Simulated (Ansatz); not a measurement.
A run of Ansatz (development build ahead of 0.2.0) on singlet C₄H₄ at this shape:

```xyz
8

C     0.6830    0.7450    0.0283
C    -0.6250    0.7681   -0.0209
C    -0.6391   -0.8156    0.0251
C     0.6426   -0.7757   -0.0425
H     1.4794    1.5517    0.0318
H    -1.4481    1.5922   -0.0305
H    -1.4277   -1.5743    0.0434
H     1.4240   -1.5500    0.0470
```

Its results:

```json
{"Converged": "yes", "Total energy": "-153.55813 hartree", "Spin squared of the determinant": "0.000"}
```

Problem. Which input gives this output? Name the method, the orbitals and the basis set, and write the input.

Solution. RHF in 6-31G. An unrestricted run that stays on the closed shell gives the same numbers.

```yaml
crystal:
  periodic: [false, false, false]
  atoms:
    - { symbol: C, position_ang: [0.68304, 0.74503, 0.02831] }
    - { symbol: C, position_ang: [-0.62501, 0.76815, -0.02086] }
    - { symbol: C, position_ang: [-0.63908, -0.81561, 0.02514] }
    - { symbol: C, position_ang: [0.64262, -0.7757, -0.04249] }
    - { symbol: H, position_ang: [1.47939, 1.55166, 0.03179] }
    - { symbol: H, position_ang: [-1.44812, 1.59219, -0.03046] }
    - { symbol: H, position_ang: [-1.4277, -1.57429, 0.0434] }
    - { symbol: H, position_ang: [1.42401, -1.54998, 0.04698] }
basis:
  gaussian: { orbitals: "6-31G" }
hamiltonian:
  xc: hf
```

Caution: in another basis set an unrestricted determinant lies well below.
